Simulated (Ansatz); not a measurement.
A made-up structure of CH4LiS (charge +1), closed shell:

```json
{"atom": "Li1", "x (Å)": "-2.6930", "y (Å)": "0.2170", "z (Å)": "0.0129"}
{"atom": "C2", "x (Å)": "0.7181", "y (Å)": "-0.3557", "z (Å)": "0.8090"}
{"atom": "S3", "x (Å)": "-0.4347", "y (Å)": "-0.1043", "z (Å)": "-0.4620"}
{"atom": "H4", "x (Å)": "-0.4651", "y (Å)": "-1.2958", "z (Å)": "-1.1170"}
{"atom": "H5", "x (Å)": "-0.0149", "y (Å)": "0.8702", "z (Å)": "-1.3127"}
{"atom": "H6", "x (Å)": "0.7153", "y (Å)": "0.5601", "z (Å)": "1.3429"}
{"atom": "H7", "x (Å)": "1.7001", "y (Å)": "-0.1890", "z (Å)": "0.4465"}
```

It is relaxed with PBE-D4/def2-SVP and then PBE0-D4/def2-TZVP (Ansatz 0.2.0). Atoms count as bonded within 1.22 times the sum of their covalent radii (H–H: 0.88 Å). The end point is not checked to be a true minimum.

Question: Does its bonding change? (Judge from chemistry; the calculation decides.)

Answer: By the calculation: Yes. Formed: Li1–C2; broken: Li1–S3.

Where it ends: The first stage lowers the energy by 2.59 eV in 18 steps. It ends as CH₄LiS ([Li][CH2][SH2]), total charge +1:
```
7
angstrom
Li -1.6046 -0.6483 1.7398
C -0.0452 0.0342 0.5978
S -0.2473 0.3414 -1.0968
H -0.4973 -0.8754 -1.6215
H 0.9696 0.4133 -1.7063
H 0.1196 1.0278 1.0280
H 0.8309 -0.5906 0.7786
```

Labels in which every atom is bracketed show which atoms are joined, not bond orders.

For scale, one of the runs: PBE0-D4/def2-TZVP relaxation, 106 basis functions, launched by `ansatz run in.yaml --threads 2 --pin off --events-out ev --progress --plain --max-ram 4352MiB`. The run took about 11 s on 2 CPU threads of an Arm Neoverse V2 (shared host).
